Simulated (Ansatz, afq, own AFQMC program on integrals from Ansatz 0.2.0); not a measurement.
## Where AFQMC and coupled cluster stand for SiH3⁻, singlet

```yaml
atoms:
  - { symbol: Si, position_ang: [-0.0038, 0.0000, -0.0828] }
  - { symbol: H, position_ang: [1.4195, -0.0002, 0.8191] }
  - { symbol: H, position_ang: [-0.6563, 1.1304, 0.7442] }
  - { symbol: H, position_ang: [-0.6566, -1.1302, 0.7442] }
```

Basis 6-31++G**. Noble-gas cores (and the filled d shells of Ga–Kr and In–Xe) are frozen. Ansatz 0.2.0 and our own AFQMC program on the same integrals; the CISD trial comes from CCSD amplitudes, and released means the phaseless constraint is let go. Error bars are statistical, one sigma.

Determinant: RHF, the one that the program's search chose, which needn't be the lowest solution. The geometry is a point of a scan.

No full CI on the walks' own integrals is used here; CCSDT(Q) serves as the reference and is uncertain by about the last step of the cluster series.

- T1 diagnostic: 0.0127
- weight of the determinant in the CISD state: 0.913
- size of the correlated space: 8 electrons in 36 orbitals

| level | correlation energy (eV) |
| --- | --- |
| MP2 | -2.9655 |
| CCSD | -3.6803 |
| CCSD(T) | -3.7654 |

Question: Estimate where AFQMC with the constraint released lies against CCSD(T) on the same integrals.

Answer: 2.8 ± 0.8 kJ/mol below CCSD(T).

Reference: CCSDT(Q), correlation energy -3.786 eV. The released energy is read at 2.40 1/Eh (meV from the phaseless value at times in 1/Eh: 5 ± 9 at 0.24, 11 ± 8 at 0.51, 10 ± 6 at 0.99, 2 ± 6 at 1.62, 3 ± 8 at 2.40).

```csv
level,E − E(reference) (kJ/mol),share of correlation (%)
CCSD(T),2.0,99.46
CCSDT,0.2,99.94
ph-AFQMC/CISD,-1.1 ± 0.7,100.31
released AFQMC,-0.9 ± 0.8,100.24
```

A walk keeps the symmetry of its determinant, which the program's search chose and which needn't be the lowest solution, so a lower state of the same spin and another symmetry isn't excluded. Released energies are given only where the last usable release times agree within the noise; a slower fall can still hide under it.
